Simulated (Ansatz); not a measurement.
# SO2+ (doublet): geometry and frequencies at several levels

One table from this session's results is given with a row withheld; the runs are named, their logs left out.

Program: Ansatz 0.2.0. Level of theory: the levels named in each step. These are calculated values, not measurements.

## Starting point

Bond lengths: O1–S2 1.409 Å, S2–O3 1.409 Å. Angles: O1–S2–O3 126.7°.

Coordinates:

```xyz
3

O     1.2641   -0.2984   -0.0027
S    -0.0045    0.3156   -0.0018
O    -1.2551   -0.3341    0.0063
```

The first run:

input.yaml

```yaml
crystal:
  periodic: [false, false, false]
  atoms:
    - { symbol: O, position_ang: [1.30181977, -0.27725757, -0.00291168] }
    - { symbol: S, position_ang: [-0.00389564, 0.27444879, -0.00156561] }
    - { symbol: O, position_ang: [-1.29341412, -0.31407122, 0.00627729] }
magnetization:
  spin_polarized: true
  initial_magnetization: 1
total_charge: 1
basis:
  gaussian: { orbitals: def2-TZVPP }
hamiltonian:
  xc: pbe0
  dispersion: d4
phonons: {}
```

The run is started by

```console
$ ansatz run input.yaml --threads 2 --pin off --max-ram 5120MiB --backend cpu --events-out ev --progress --plain --runs-dir out
```

Among the steps run: Frequencies, PBE0-D4/def2-TZVPP; Relaxation, PBE-D4/def2-TZVPP; Frequencies, PBE-D4/def2-TZVPP; Relaxation, r2SCAN-D4/def2-TZVPP; Frequencies, r2SCAN-D4/def2-TZVPP; Relaxation, B3LYP-D4/def2-TZVPP; Frequencies, B3LYP-D4/def2-TZVPP; Relaxation, B2PLYP/def2-TZVPP.

One table of the session follows, with a row left open; its other results are not shown here.

| level | O1–S2 (Å) | S2–O3 (Å) | highest frequency (cm⁻¹) |
| --- | --- | --- | --- |
| PBE0-D4/def2-TZVPP | 1.4175 | 1.4175 | 1345 |
| PBE-D4/def2-TZVPP | 1.4451 | 1.4451 | 1280 |
| r2SCAN-D4/def2-TZVPP | 1.4287 | 1.4287 | 1331 |
| B3LYP-D4/def2-TZVPP | ? | ? | ? |
| B2PLYP/def2-TZVPP | 1.4355 | 1.4355 | - |

Estimate the missing values for B3LYP-D4/def2-TZVPP.

The run gave: O1–S2 (Å): 1.4266; S2–O3 (Å): 1.4266; highest frequency (cm⁻¹): 1275. In the column «O1–S2 (Å)» it lies between PBE0-D4/def2-TZVPP (1.4175) and r2SCAN-D4/def2-TZVPP (1.4287).
